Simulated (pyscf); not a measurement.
A first-order saddle from PySCF, ωB97X-D3(BJ)/def2-SVP:

```xyz
6

F     -0.1968     0.4855     1.1047
B      0.0568     0.3264    -0.4298
F      1.1191     1.0366    -0.7900
H     -0.9648     0.3382    -1.0596
F      0.4903    -1.1248    -0.0420
H      0.2016    -0.6020     0.9603
```

Surface: singlet, charge 0. Lowest wavenumbers (cm⁻¹): 964i, 357, 438, 721, 776.

**Question.** Which two sides does it connect, and which bonds change?

**Answer.** hydrogen fluoride (HF) + F–BH–F <-> F–BH–F + hydrogen fluoride (HF), a four-centre exchange read from left to right: F–H, B–F broken and B–F, F–H formed. At CCSD(T)/def2-TZVPP + ΔMP2(QZVPP) it lies +20.0 kcal/mol from the left side and +20.0 kcal/mol from the right (each side as separated species at their lowest minima found). One saddle was located; it need not be the lowest between these sides. The CCSD(T) − MP2 part came from Ansatz, without density fitting, on the same reference.
